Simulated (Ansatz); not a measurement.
Si3H5. Total charge 0; doublet. Geometry PBE0-D4/def2-TZVP, basis def2-TZVP, Ansatz.

```xyz
8

Si   -1.5926   -0.5795   -0.9793
Si    1.2054    0.2722    1.5167
Si    0.1970    0.6247   -0.4344
H    -1.5197   -2.0380   -0.7044
H     2.3974    1.1077    1.8148
H     0.1078    2.0591   -0.8219
H     1.4167   -1.1448    1.9103
H    -2.2119   -0.3016   -2.3016
```

| run | HOMO (eV) | LUMO (eV) |
| --- | --- | --- |
| A | -5.20 | -3.35 |
| B | -4.83 | -3.66 |
| C | -4.84 | -3.77 |
| D | -5.75 | -2.94 |
| E | -4.58 | -3.71 |

Another isomer (doublet) lies 0.53 eV lower at PBE0-D4/def2-TZVP; other spin states weren't run for this one.

HOMO and LUMO are taken over both spins.

Q: The runs used BLYP, PBE, PBE0, r2SCAN, revPBE. Estimate which is which.

A: A r2SCAN (0 % exact exchange); B revPBE (0 % exact exchange); C PBE (0 % exact exchange); D PBE0 (25 % exact exchange); E BLYP (0 % exact exchange). Exact exchange lowers occupied and raises empty levels; among semilocal functionals meta-GGAs tend to open the gap a little, and such runs are hard to tell apart. The gap grows from 0.87 eV (BLYP) to 2.81 eV (PBE0). At r2SCAN-D4/def2-TZVP, PBE0-D4/def2-TZVP the charge 0 doublet is spin-contaminated (final ⟨S²⟩ up to 0.89, 0.75 for a pure state).
